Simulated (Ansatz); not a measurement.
Input file:

```yaml
crystal:
  periodic: [false, false, false]
  atoms:
    - {symbol: Sn, position_ang: [0.000000, 0.000000, 0.000000]}
    - {symbol: H, position_ang: [0.000000, 0.000000, 4.128000]}
basis:
  gaussian: {orbitals: def2-TZVPP}
total_charge: 1
magnetization: {spin_polarized: false, initial_magnetization: 2}
correlation: {method: fic_mrcisd_q, electrons: outside_noble_gas, active_space: {window: {electrons: 4, orbitals: 5}, shells: [{species: H, l: s, shell: 1}, {species: Sn, l: s, shell: 5}, {species: Sn, l: p, shell: 5}]}}
```

```sh
$ ansatz run in.yaml --threads 1 --pin off --events-out ev --progress --plain --max-ram 2393MiB
```

Log:

```
886 factors; integrals over basis functions are off by at most 1.6e-7 eV
mean field evaluation 1: about -5811.2932 eV, gradient 7.1e0 eV
mean field evaluation 2: about -5811.2944 eV, gradient 7.1e0 eV
mean field evaluation 4: about -5811.9053 eV, gradient 1.3e0 eV
mean field evaluation 8: about -5811.9448 eV, gradient 6.5e-2 eV
mean field evaluation 16: about -5811.9448 eV, gradient 4.9e-4 eV
mean field evaluation 32: about -5811.9207 eV, gradient 3.6e-1 eV
mean field evaluation 64: about -5811.9182 eV, gradient 1.7e-1 eV
mean field -5811.94484006 eV, -213.5850333945 hartree, gradient 9.8e-7 eV, S^2 2.000000; 8 other end points of the search recorded, 0 dependent functions left out
reference -5811.94484006 eV, -213.5850333945 hartree; 12, 10 occupied and 52, 54 virtual orbitals, 886 factors
state -5812.52436081 eV, -213.6063303893 hartree
contracted CI cycle   1: correlation 0.00000000 eV, 0.0000000000 hartree, residual 5.32e0 eV
contracted CI cycle   2: correlation -0.69548590 eV, -0.0255586353 hartree, residual 1.13e0 eV
contracted CI cycle   3: correlation -0.72228921 eV, -0.0265436391 hartree, residual 2.28e-1 eV
contracted CI cycle   4: correlation -0.72332294 eV, -0.0265816279 hartree, residual 4.42e-2 eV
contracted CI cycle   5: correlation -0.72335966 eV, -0.0265829774 hartree, residual 9.65e-3 eV
contracted CI cycle   6: correlation -0.72336144 eV, -0.0265830425 hartree, residual 2.45e-3 eV
contracted CI cycle   7: correlation -0.72336154 eV, -0.0265830463 hartree, residual 5.57e-4 eV
state -5812.52436081 eV, -213.6063303893 hartree; corrected -5813.26594540 eV, -213.6335831202 hartree
Total energy: -5813.26594540 eV, -213.6335831202 hartree
Checks for a lower state left out: starts, orbital_swaps
```

Natural occupations: 1.9417 1.0000 1.0000 0.0292 0.0291.

For the same geometry and basis full CI lies 12.2 meV higher.

Ran on 1 thread of Arm Neoverse V1, shared host: 3.6 s wall, 0.16 GiB peak host memory.
